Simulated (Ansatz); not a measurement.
**Forces away from equilibrium**

CH2ClSi (SMILES C=[Si]Cl), doublet, displaced at random from a GFN2-xTB minimum.

```
5
angstrom
C -0.4188 0.5924 -0.2494
Si -0.2032 -0.6149 1.0464
Cl 1.6210 -1.7313 0.9642
H -0.8729 1.4121 -0.0317
H -0.2428 0.4862 -1.3291
```

Ansatz 0.2.0; basis: def2-TZVPP; cores frozen in the correlated methods; orbitals are unrestricted.

CCSD(T) forces from the calculation:
```tsv
atom	Fx	Fy	Fz (eV/Å)
C1	3.617	-4.734	-2.208
Si2	0.349	-0.730	0.544
Cl3	-0.699	0.556	-0.267
H4	-3.222	5.195	1.524
H5	-0.045	-0.287	0.407
```

Root-mean-square difference of the force components from those of CCSD(T): PBE0-D4 0.128; wB97M-V 0.079; r2SCAN-D4 0.179; PBE-D4 0.286; BHLYP-D4 0.145; LC-wPBE 0.105 eV/Å.

No T1 diagnostic of these runs exceeds 0.046. ⟨S²⟩ of the unrestricted Hartree–Fock references: 1.12 (a pure state has 0.75). The T1 diagnostic is large here, which may signal multireference character or strong orbital relaxation, so CCSD(T) is less sure. The unrestricted reference is spin-contaminated, which hurts MP2 most. These are differences at one structure, and CCSD(T) in triple zeta is itself an approximation.

For scale, one of the runs: CCSD(T)/def2-TZVPP forces, 143 basis functions (an equivalent command: `ansatz run in.yaml --threads 4`). Time: 3.1 min of wall clock on 4 CPU threads; the host was shared. Peak host memory: 3.2 GiB.
